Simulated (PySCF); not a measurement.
# N2O: the cost of one run

Programs: PySCF 2.14.0, with density-fitted response routines of our own. Each step states its level of theory. These are calculated values for one molecule in the gas phase, unless marked as measured. Atoms count from 0, in the outputs and in this text.

## Step 1: The starting structure

3 atoms, charge 0, multiplicity 1; geometry from: MMFF94s. The atoms were then displaced at random by about 0.03 Å, so the start is not that level's minimum.

Bonds of the start (Å): N0–N1 1.01, N1–O2 1.38.

## Step 2: Relaxing the molecule at PBE0-D3(BJ)/def2-SVP

Job settings and geometry (Å):

```
{"job": {"xc": "PBE0", "basis": "def2-SVP", "d3": "d3bj", "grid": 1, "shake": 0.03, "kind": "geom"}, "charge": 0, "multiplicity": 1}
N     -1.138080     0.026700     0.012540
N     -0.129340     0.089880    -0.006470
O      1.251020     0.096620    -0.025960
```

The run is started by

```console
$ OMP_NUM_THREADS=1 python probes_run.py task.json out
```

One launch serves the whole session: the jobs run in the order shown.

Q: Estimate the wall time and peak memory of this first job on 1 thread of Arm Neoverse V2, shared host.

About 2.2 s, with a peak of 0.24 GiB.
